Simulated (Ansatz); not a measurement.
Bond stretch in CH, doublet.

Computed with full CI/aug-cc-pVTZ, frozen core run with Ansatz (a program for electronic structure).

Relative to R = 1.13 Å, what are the energies at R = 1.05, 1.53, 1.99, 3.03 Å?

1.9 kcal/mol at 1.05 Å, 25.6 kcal/mol at 1.53 Å, 58.4 kcal/mol at 1.99 Å, 80.9 kcal/mol at 3.03 Å.
